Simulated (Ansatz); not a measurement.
# C3H6ClFO: how energies converge with the basis set

One table from this session's results is given with a row withheld; the runs are named, their logs left out.

The runs use Ansatz 0.2.0, Gaussian basis; one geometry, several basis sets.

Plan: PBE0-D4/def2-SVP; ωB97M-V/def2-SVP; PBE0-D4/def2-QZVPP; ωB97M-V/def2-QZVPP; the functionals' def2-TZVPP values are taken from earlier runs.

**The relaxed structure**

The geometry comes from an earlier relaxation with PBE0-D4 in a triple-zeta def2 set; it is a stationary point, not always the lowest conformer.

SMILES `CC(Cl)OCF`, 12 atoms, charge 0, spin multiplicity 1.

Atoms are counted from 1 here; the program's logs count them from 0.

Bond lengths: C1–C2 1.500 Å, C1–H7 1.090 Å, C1–H8 1.089 Å, C1–H9 1.092 Å, C2–Cl3 1.818 Å, C2–O4 1.388 Å, C2–H10 1.091 Å, O4–C5 1.378 Å, C5–F6 1.376 Å, C5–H11 1.090 Å, C5–H12 1.094 Å. Angles: C2–C1–H7 110.0°, C2–C1–H8 110.3°, C2–C1–H9 109.0°, H7–C1–H8 109.2°, H7–C1–H9 109.0°, H8–C1–H9 109.3°, C1–C2–Cl3 109.8°, C1–C2–O4 108.7°, C1–C2–H10 112.7°, Cl3–C2–O4 110.6°, Cl3–C2–H10 104.1°, O4–C2–H10 111.0°, C2–O4–C5 115.7°, O4–C5–F6 110.6°, O4–C5–H11 106.8°, O4–C5–H12 111.6°, F6–C5–H11 108.3°, F6–C5–H12 107.4° and more.

The first run:

Contents of in.yaml:

```yaml
crystal:
  periodic: [false, false, false]
  atoms:
    - {symbol: C, position_ang: [-1.553445, -0.426606, -0.774746]}
    - {symbol: C, position_ang: [-0.352871, -0.400825, 0.123441]}
    - {symbol: Cl, position_ang: [-0.885659, -0.403637, 1.861563]}
    - {symbol: O, position_ang: [0.388635, 0.738778, -0.158232]}
    - {symbol: C, position_ang: [1.640500, 0.795198, 0.414893]}
    - {symbol: F, position_ang: [2.472606, -0.145582, -0.148093]}
    - {symbol: H, position_ang: [-2.150559, 0.473331, -0.624949]}
    - {symbol: H, position_ang: [-2.165693, -1.302061, -0.562988]}
    - {symbol: H, position_ang: [-1.219486, -0.462845, -1.813852]}
    - {symbol: H, position_ang: [0.259507, -1.298945, 0.032289]}
    - {symbol: H, position_ang: [2.042853, 1.783917, 0.194696]}
    - {symbol: H, position_ang: [1.600511, 0.594277, 1.489876]}
basis:
  gaussian: {orbitals: def2-SVP}
hamiltonian: {xc: pbe0, dispersion: d4}
output: {orbitals: {seedname: orbitals}}
```

On the command line:

```
ansatz run in.yaml --threads 4 --pin off --events-out ev --progress --plain --max-ram 10444MiB
```

Steps of the session up to this table: PBE0-D4 in def2-SVP; ωB97M-V in def2-SVP; PBE0-D4 in def2-QZVPP; ωB97M-V in def2-QZVPP.

One of the session's tables, all rows but one given; the rest of the session is left out.

It belongs to the step «Density functionals: the series». 

```
functional       basis  HOMO (eV)  LUMO (eV)
   PBE0-D4    def2-SVP          ?          ?
   PBE0-D4  def2-TZVPP      -8.56       0.69
   PBE0-D4  def2-QZVPP      -8.60       0.45
   ωB97M-V    def2-SVP     -10.69       3.41
   ωB97M-V  def2-TZVPP     -10.89       2.75
   ωB97M-V  def2-QZVPP     -10.94       2.02
```

**Question.** Estimate the row for PBE0-D4, def2-SVP.

The run gave: HOMO (eV): -8.39; LUMO (eV): 1.18. In the column «HOMO (eV)» it is the highest.
